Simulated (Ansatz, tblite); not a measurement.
Isomers of C3H4⁻ (doublet), found by a short tight-binding search and relaxed with B3LYP-D4/def2-TZVPD in Ansatz.

The xTB rows come from tblite. Correlated methods freeze 3 core orbitals.

Run but left out: MP2/def2-TZVPPD (A: ⟨S²⟩ 0.90, where a pure state has 0.75).

A: At CCSD(T)/def2-TZVPPD, PBE-QIDH/def2-TZVPD the charge -1 doublet is spin-contaminated (final ⟨S²⟩ up to 0.90, 0.75 for a pure state). At PBE-D4/def2-TZVPD, r2SCAN-D4/def2-TZVPD, PBE0-D4/def2-TZVPD the highest occupied level of the charge -1 doublet lies above zero (up to 1.76 eV). By energy differences its removal costs 1.22 eV (vertical, to the charge 0 triplet, at PBE-D4/def2-TZVPD); a positive level beside a positive removal energy at the same level points to self-interaction error. B: At CCSD(T)/def2-TZVPPD, PBE-QIDH/def2-TZVPD the charge -1 doublet is spin-contaminated (final ⟨S²⟩ up to 0.90, 0.75 for a pure state). At PBE-D4/def2-TZVPD, r2SCAN-D4/def2-TZVPD, PBE0-D4/def2-TZVPD the highest occupied level of the charge -1 doublet lies above zero (up to 1.75 eV). It is a level of β spin, whose loss leaves a triplet; that state wasn't run at this geometry and level. The electron is either unbound and held by the finite basis, or the level is raised by self-interaction error. C: At PBE-D4/def2-TZVPD, r2SCAN-D4/def2-TZVPD, PBE0-D4/def2-TZVPD the highest occupied level of the charge -1 doublet lies above zero (up to 2.97 eV). It is a level of α spin, whose loss leaves a singlet; that state wasn't run at this geometry and level. The electron is either unbound and held by the finite basis, or the level is raised by self-interaction error.

Other spin states weren't relaxed.

A:

```xyz
7

C     1.179   -0.774    0.523
C    -0.520    0.957    0.011
C     0.017   -0.323   -0.114
H    -1.427    1.256   -0.508
H     1.355   -1.831    0.231
H    -0.576   -0.979   -0.784
H    -0.029    1.694    0.641
```

B:

```xyz
7

C    -0.064    0.412    0.447
C    -0.349   -0.035   -0.845
C     0.741   -0.176    1.434
H     1.151   -1.121    1.002
H    -1.000    0.520   -1.522
H    -0.555    1.364    0.700
H     0.076   -0.964   -1.216
```

C:

```tsv
atom	x (Å)	y (Å)	z (Å)
C1	-0.1269	-0.6411	-0.2290
C2	-0.4318	0.5539	0.6509
C3	0.6696	0.6476	-0.2218
H4	-0.4458	0.5580	1.7430
H5	0.3840	-1.5436	0.1359
H6	0.8165	1.3142	-1.0744
H7	-0.8656	-0.8890	-1.0045
```

Estimate which lies lowest at each level, and how far above it the others are (kJ/mol).


```json
{"level": "GFN1-xTB", "A": "3.7", "B": "0.0", "C": "21.6"}
{"level": "GFN2-xTB", "A": "3.5", "B": "0.0", "C": "25.4"}
{"level": "HF/def2-TZVPPD", "A": "0.0", "B": "1.6", "C": "133.9"}
{"level": "PBE-D4/def2-TZVPD", "A": "0.0", "B": "1.5", "C": "62.4"}
{"level": "r2SCAN-D4/def2-TZVPD", "A": "0.0", "B": "1.1", "C": "76.6"}
{"level": "PBE0-D4/def2-TZVPD", "A": "0.0", "B": "1.2", "C": "64.7"}
{"level": "ωB97X-V/def2-TZVPD", "A": "0.0", "B": "0.4", "C": "70.3"}
{"level": "PBE-QIDH/def2-TZVPD", "A": "0.0", "B": "1.1", "C": "62.9"}
{"level": "CCSD/def2-TZVPPD", "A": "0.0", "B": "1.4", "C": "85.5"}
{"level": "CCSD(T)/def2-TZVPPD", "A": "0.0", "B": "1.6", "C": "81.1"}
```
Point groups (tolerance 0.1 Å): A Cs, B Cs, C C2. A and B have the same bonds, so they are conformers or stereoisomers. Lower isomers may exist.
